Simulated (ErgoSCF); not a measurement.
# SiNH4 (SMILES [NH][SiH3]): levels of theory compared

Aim: a comparison of 6 runs (UHF/STO-3G, UHF/3-21G, UHF/def2-SVP, UPBE with 10 % exact exchange/6-31G, UB3LYP/6-31G*, UPBE0/def2-SVP) of SiNH4. 

The results are computed with ErgoSCF 3.8.

3 further runs of the same task are left out: 1 that didn't finish, 2 set aside as unsound or not needed.

### Step 1. Starting point

SiNH4 has 6 atoms, charge 0, and is taken as a doublet. As SMILES, `[NH][SiH3]`. The shape is that of a PBE0-D4/def2-TZVP optimisation.

Bond lengths: N1–Si2 1.753 Å, N1–H3 1.023 Å, Si2–H4 1.491 Å, Si2–H5 1.491 Å, Si2–H6 1.481 Å. Angles: N1–Si2–H4 110.8°, N1–Si2–H5 109.1°, N1–Si2–H6 109.3°, Si2–N1–H3 111.9°, H4–Si2–H5 108.6°, H4–Si2–H6 109.5°, H5–Si2–H6 109.5°.

### Step 2. A single-point energy at UHF/STO-3G (run 1)

ergo.in reads:

```
# single point, H4NSi
set_nthreads("env")
molecule_inline
N      1.11890684    -1.57829926     1.71870591
Si    -0.38493721     0.65686880    -0.20786987
H      1.74383927    -3.10047365     0.70430093
H     -2.47667506    -0.53346968    -1.67335248
H      1.49193878     1.72305228    -2.01992825
H     -1.41370411     2.71137904     1.39121637
EOF
scf.output_mulliken_pop = 1
tmpdir = "."
basis = "STO-3G"
scf.use_diagonalization = 1
spin_polarization = 1
scf.max_number_of_iterations = 120
run "HF"
```

The basis set STO-3G is read from a file made from the Basis Set Exchange's data (not shown).

Launch:

```
$ ergo ergo.in
```

Output:

```text
[...]
INSC SCF_general constructor, number of basis functions: 18
[...]
INSC Energy   1 =       -287.41606612848
[...]
INDE E_LUMO =          0.30689089532
[...]
INSC Energy  15 =       -341.62606669210  ( diff     -0.000000000015120 )
[...]
RESC CONVERGED after  15 iterations.
RESC FINAL ENERGY:       -341.62606669210
RESC FINAL <S2> =          0.75882795966
[...]
INSC SCF: dipole_moment_x [atomic units] =      -0.09671545
INSC SCF: dipole_moment_y [atomic units] =      -0.04007314
INSC SCF: dipole_moment_z [atomic units] =      -0.61400534
[...]
```

It took 1.2 s on 1 thread of Arm Neoverse V2, shared host; peak memory 0.26 GiB.

### Step 3. A single-point energy at UHF/3-21G (run 2)

run.inp reads:

```
set_nthreads(1)
molecule_inline
N    1.11890684  -1.57829926   1.71870591
Si  -0.38493721   0.65686880  -0.20786987
H    1.74383927  -3.10047365   0.70430093
H   -2.47667506  -0.53346968  -1.67335248
H    1.49193878   1.72305228  -2.01992825
H   -1.41370411   2.71137904   1.39121637
EOF
charge = 0
scf.output_mulliken_pop = 1
scf.max_number_of_iterations = 120
scf.use_diagonalization = 1
basis = "3-21G"
tmpdir = "."
spin_polarization = 1
run "HF"
```

The basis set 3-21G is read from a file made from the Basis Set Exchange's data (not shown).

Launch:

```
$ ergo run.inp
```

Output:

```text
[...]
INSC SCF_general constructor, number of basis functions: 30
[...]
INSC Energy   1 =       -207.31945327081
[...]
INDE E_LUMO =          0.09379825593
[...]
INSC Energy  17 =       -343.80715869289  ( diff     -0.000000000005798 )
[...]
RESC CONVERGED after  17 iterations.
RESC FINAL ENERGY:       -343.80715869289
RESC FINAL <S2> =          0.75786773834
[...]
INSC SCF: dipole_moment_x [atomic units] =      -0.03769998
INSC SCF: dipole_moment_y [atomic units] =      -0.19043563
INSC SCF: dipole_moment_z [atomic units] =      -0.72373418
[...]
```

Wall time 1.5 s (1 thread of Arm Neoverse V2, shared host); peak memory 0.26 GiB.

Runs 3 to 5 aren't shown in full; the table further down has their settings and results.

### Step 4. A single-point energy at UPBE0/def2-SVP (run 6)

geom.xyz reads:

```xyz
6

N      0.592100    -0.835200     0.909500
Si    -0.203700     0.347600    -0.110000
H      0.922800    -1.640700     0.372700
H     -1.310600    -0.282300    -0.885500
H      0.789500     0.911800    -1.068900
H     -0.748100     1.434800     0.736200
```

run.inp reads:

```
set_nthreads(1)
molecule "geom.xyz"
scf.use_diagonalization = 1
basis = "def2-SVP"
spin_polarization = 1
tmpdir = "."
scf.output_mulliken_pop = 1
XC.sparse_mode = 0
XC.radint = 1e-11
scf.max_number_of_iterations = 120
XC.angint = 41
run "PBE0"
```

The basis set def2-SVP is read from a file made from the Basis Set Exchange's data (not shown).

Launch:

```
$ ergo run.inp
```

Output:

```text
[...]
INDF Weighted mixed functional:
[...]
INSC Energy   1 =       -140.14807292977
[...]
INDE E_LUMO =         -0.11541898880
[...]
INSC Energy  16 =       -346.25200413335  ( diff     -0.000000000003183 )
[...]
RESC CONVERGED after  16 iterations.
RESC FINAL ENERGY:       -346.25200413335
RESC FINAL <S2> =          0.75372542918
[...]
INSC SCF: dipole_moment_x [atomic units] =      -0.00233157
INSC SCF: dipole_moment_y [atomic units] =      -0.18250506
INSC SCF: dipole_moment_z [atomic units] =      -0.55083447
[...]
```

It took 13 s on 1 thread of Arm Neoverse V2, shared host; peak memory 0.26 GiB.

### Step 5. The series

| run | level | iteration cap | integration grid | energy (Eh) | dipole moment (D) | ⟨S²⟩ | wall time |
| --- | --- | --- | --- | --- | --- | --- | --- |
| 1 | UHF/STO-3G | 120 | – | -341.626067 | 1.58 | 0.759 | 1.2 s |
| 2 | UHF/3-21G | 120 | – | -343.807159 | 1.90 | 0.758 | 1.5 s |
| 3 | UHF/def2-SVP | 120 | – | -345.534437 | 1.55 | 0.758 | 9.9 s |
| 4 | UPBE with 10 % exact exchange/6-31G | 80 | Turbo | -346.284213 | 2.01 | 0.753 | 3.9 s |
| 5 | UB3LYP/6-31G* (spherical functions) | 120 | Turbo | -346.579901 | 1.57 | 0.753 | 11 s |
| 6 | UPBE0/def2-SVP | 120 | Turbo | -346.252004 | 1.47 | 0.754 | 13 s |

### Step 6. Results

```
            quantity          value
 run 6: total energy  -346.25200 Eh
run 6: dipole moment         1.47 D
         run 6: ⟨S²⟩          0.754
```

In words: The dipole moment (its size) runs from 1.47 D (UPBE0/def2-SVP) to 2.01 D (UPBE with 10 % exact exchange/6-31G). The two ends differ in method and basis. Totals of different functionals can't be ranked against each other. In run 1 the basis is minimal, so the values are rough. All runs together took 40 s, the longest 13 s.
